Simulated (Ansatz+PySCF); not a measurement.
## triplet C₂H₄: levels of theory in one basis

```json
{"atom": "C", "x (Å)": "0.0000", "y (Å)": "0.0000", "z (Å)": "-0.6655"}
{"atom": "C", "x (Å)": "0.0000", "y (Å)": "0.0000", "z (Å)": "0.6655"}
{"atom": "H", "x (Å)": "0.0000", "y (Å)": "-0.8579", "z (Å)": "-1.1984"}
{"atom": "H", "x (Å)": "0.0000", "y (Å)": "0.8579", "z (Å)": "-1.1984"}
{"atom": "H", "x (Å)": "-0.8579", "y (Å)": "0.0000", "z (Å)": "1.1984"}
{"atom": "H", "x (Å)": "0.8579", "y (Å)": "0.0000", "z (Å)": "1.1984"}
```

Basis set: def2-SVP (spherical functions). Frozen core: 2 orbitals. Correlation on ROHF uses semicanonical orbitals with singles. Charge 0, multiplicity 3.

Computed with Ansatz (development build ahead of 0.2.0); each method stands on the lowest determinant of its kind that the runs found.

```
      method  E − E(ROHF) (eV)  <S²> of the determinant
        ROHF              0.00                     2.00
         UHF             -0.15                     2.01
    ROHF-MP2             -6.51                        –
     UHF-MP2             -6.49                     2.01
   ROHF-CCSD             -7.39                        –
    UHF-CCSD             -7.39                     2.01
ROHF-CCSD(T)             -7.55                        –
 UHF-CCSD(T)             -7.55                     2.01
```

Task: Is a single determinant a sound starting point here?

Result: By this sign, yes. Unrestricted orbitals gain 0.15 eV and <S²> is 2.01 against 2.00 for a pure state.

Caution: another spin multiplicity may lie lower.
